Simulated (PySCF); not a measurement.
Gas-phase reaction: 2 BCl2OH ⇌ BOCl + BCl3 + H2O

Energies from PySCF (xtb for GFN2), thermal terms from the rigid-rotor harmonic-oscillator model, ideal gas at 1 bar. † marks an energy on the PBE0/def2-TZVP geometry and frequencies; other levels use their own. CCSD(T) freezes the core. All species are closed-shell singlets. BCl2OH: computed as isolated molecules; such fragments, hydroxides, amides, oligomers or adducts are transient or little studied in the gas. CCSD(T) isn't extrapolated to the basis-set limit; its ΔH°(298 K) is 213.3 kJ in def2-SVP and 208.8 kJ in def2-TZVPP. The harmonic model lacks anharmonicity and excited electronic states, which grow with temperature; levels with a mode under 35 cm⁻¹ are left out. Internal rotation in BCl2OH is treated as a harmonic vibration of one conformer, which makes the entropy rough.

```
level              ΔE electronic, kJ  ΔH°(298 K), kJ  ΔS°(298 K), J/K  ΔG°(1400 K), kJ
-----------------  -----------------  --------------  ---------------  ---------------
CCSD(T)/def2-SVP†                222             213              123               43
GFN2-xTB                         146             140              122              -26
HF/def2-TZVP†                    236             227              123               57
M06-2X/def2-TZVP†                240             231              123               61
PBE/def2-TZVP†                   213             204              123               34
PBE0/def2-SVP†                   259             250              123               80
```
ΔH° is lowest at GFN2-xTB and highest at PBE0/def2-SVP†. No reference value is set beside these.
